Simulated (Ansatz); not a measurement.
Cost and result for the atomization energy of C4H7ClO, SMILES `C/C(Cl)=C/CO` (13 atoms, 12 bonds).

```csv
atom,x (Å),y (Å),z (Å)
C1,1.2146,-0.5117,1.6924
C2,0.6607,0.1691,0.4924
Cl3,1.2699,1.7876,0.2819
C4,-0.2038,-0.3593,-0.3661
C5,-0.8080,0.2836,-1.5661
O6,-2.2235,0.2748,-1.5057
H7,2.3027,-0.5898,1.6248
H8,0.9862,0.0569,2.5977
H9,0.7937,-1.5135,1.7868
H10,-0.5366,-1.3727,-0.1548
H11,-0.5531,-0.2892,-2.4623
H12,-0.4174,1.2975,-1.6984
H13,-2.4853,0.7666,-0.7226
```

Total charge 0; spin multiplicity 1. The structure was optimised at the PBE0-D4/def2-TZVP level. It is one conformer, not always the lowest. Program: Ansatz. All runs use 2 threads of an AMD EPYC 7R13 on a shared host and a share of an NVIDIA H100 80 GB. Times are those of one run each, without the atoms' runs, and a repeat can differ threefold. Electronic energies, without spin–orbit coupling; frozen cores. CCSD(T)/CBS adds CCSD(T) − MP2 in def2-TZVPP to the MP2 limit, and its time is that of the two runs behind it. T1 = 0.010. B3LYP takes the VWN-RPA correlation (the form of Gaussian; ORCA's B3LYP/G).

CCSD(T)/CBS is a level of theory with its own doubt, some kJ/mol a heavy atom from the limit and from the frozen cores, so smaller differences don't rank the functionals.

| level | functions | atomization (kJ/mol) | difference from CCSD(T)/CBS | per bond |
| --- | --- | --- | --- | --- |
| CCSD(T)/def2-TZVPP | 295 | 5040.3 | -129.2 | -10.8 |
| B2PLYP/def2-TZVPP | 295 | 5116.0 | -53.5 | -4.5 |
| r2SCAN-D4/def2-TZVPP (with forces) | 295 | 5192.9 | 23.4 | 1.9 |
| CCSD(T)/CBS(def2) | – | 5169.5 | 0.0 | 0.0 |
| PBE0-D4/def2-TZVPP | 295 | 5218.0 | 48.5 | 4.0 |
| PBE-D4/def2-TZVPP (with forces) | 295 | 5323.5 | 154.0 | 12.8 |
| MP2/def2-QZVPP | 565 | 5222.6 | 53.1 | 4.4 |
| ωB97M-V/def2-TZVPP (with forces) | 295 | 5186.8 | 17.3 | 1.4 |
| ωB97X-V/def2-TZVPP | 295 | 5172.4 | 2.9 | 0.2 |
| B3LYP-D4/def2-TZVPP (with forces) | 295 | 5165.1 | -4.4 | -0.4 |

(1) Order the runs by time, with rough figures. (An estimate is asked.)

Results:

(1) Ansatz gave: PBE-D4/def2-TZVPP (with forces) 7.5 s; r2SCAN-D4/def2-TZVPP (with forces) 8 s; B2PLYP/def2-TZVPP 10 s; PBE0-D4/def2-TZVPP 10 s; MP2/def2-QZVPP 10 s; B3LYP-D4/def2-TZVPP (with forces) 11 s; ωB97X-V/def2-TZVPP 12 s; CCSD(T)/def2-TZVPP 15 s; ωB97M-V/def2-TZVPP (with forces) 17 s; CCSD(T)/CBS(def2) 25 s.

The D4 term adds +43.1 kJ/mol with B3LYP and +22.8 kJ/mol with PBE0; it sums over pairs of atoms, weighted by their polarisabilities, and B3LYP, whose exchange is more repulsive, gets the larger term. In def2-TZVPP, CCSD(T) changes the Hartree–Fock value by +1294.5 kJ/mol (the triples alone add +86.0 kJ/mol) and MP2 by +1401.0 kJ/mol; breaking electron pairs costs correlation energy, which Hartree–Fock lacks. From PBE to PBE0 (25 % exact exchange), in def2-TZVPP and without D4, the atomization energy moves by −101.3 kJ/mol: exact exchange takes away binding that semilocal exchange gives to molecules.
